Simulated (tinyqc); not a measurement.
RHF in the sto-6g basis, for H2O, spin multiplicity 1, step by step. One step of it, computed by the program tinyqc.

Problem. Iteration 1: diagonalisation and new density. Diagonalise F' = X^T F X, C = X C', fill 5 alpha and 5 beta electrons from the bottom; D = 2 C_occ C_occ^T. Each column has its largest component positive (the first on a tie).

Fock matrix F (hartree), lower triangle:
```
,1O 1s,1O 2s,1O 2px,1O 2py,1O 2pz,2H 1s,3H 1s
1O 1s,-19.034486
1O 2s,-4.673682,-1.605266
1O 2px,0.000000,0.000000,0.367938
1O 2py,0.000000,0.000000,0.000000,0.288614
1O 2pz,-0.009914,-0.148049,0.000000,0.000000,0.313011
2H 1s,-0.579950,-0.425718,0.000000,-0.135582,-0.146778,-0.094983
3H 1s,-0.579950,-0.425718,0.000000,0.135582,-0.146778,-0.119445,-0.094983
```

X, lower triangle:
```
,1O 1s,1O 2s,1O 2px,1O 2py,1O 2pz,2H 1s,3H 1s
1O 1s,1.021903
1O 2s,-0.128173,1.102016
1O 2px,0.000000,0.000000,1.000000
1O 2py,0.000000,0.000000,0.000000,1.043876
1O 2pz,-0.004915,0.046732,0.000000,0.000000,1.026911
2H 1s,0.014558,-0.167830,0.000000,-0.130934,-0.097008,1.079275
3H 1s,0.014558,-0.167830,0.000000,0.130934,-0.097008,-0.046844,1.079275
```

Give: F' = X^T F X; orbital energies; coefficients C; D after iteration 1.

Solution.

F' = X^T F X (hartree), lower triangle:
```
,1,2,3,4,5,6,7
1,-18.7110
2,-2.4493,-0.6988
3,0.0000,0.0000,0.3679
4,0.0000,0.0000,0.0000,0.3895
5,-0.0134,-0.0656,0.0000,0.0000,0.3752
6,-0.0640,-0.2311,0.0000,-0.2071,-0.1650,0.0774
7,-0.0640,-0.2311,0.0000,0.2071,-0.1650,-0.0435,0.0774
```

orbital energies (hartree): MO1 -19.0390, MO2 -0.5714, MO3 -0.0670, MO4 0.1061, MO5 0.3679, MO6 0.5038, MO7 0.5774

coefficients C:
```
,MO1,MO2,MO3,MO4,MO5,MO6,MO7
1O 1s,0.9960,-0.2159,0.0000,-0.1437,0.0000,-0.0430,0.0000
1O 2s,0.0174,0.8256,0.0000,0.7234,0.0000,0.2902,0.0000
1O 2px,0.0000,0.0000,0.0000,0.0000,1.0000,0.0000,0.0000
1O 2py,0.0000,0.0000,0.4078,0.0000,0.0000,0.0000,0.9786
1O 2pz,0.0016,0.1560,0.0000,-0.3770,0.0000,0.9535,0.0000
2H 1s,-0.0028,0.2084,0.5995,-0.5530,0.0000,-0.4706,-0.5402
3H 1s,-0.0028,0.2084,-0.5995,-0.5530,0.0000,-0.4706,0.5402
```

D after iteration 1, lower triangle:
```
,1O 1s,1O 2s,1O 2px,1O 2py,1O 2pz,2H 1s,3H 1s
1O 1s,2.1186
1O 2s,-0.5297,2.4104
1O 2px,0.0000,0.0000,2.0000
1O 2py,0.0000,0.0000,0.0000,0.3327
1O 2pz,0.0442,-0.2879,0.0000,0.0000,0.3330
2H 1s,0.0633,-0.4562,0.0000,0.4890,0.4820,1.4174
3H 1s,0.0633,-0.4562,0.0000,-0.4890,0.4820,-0.0202,1.4174
```
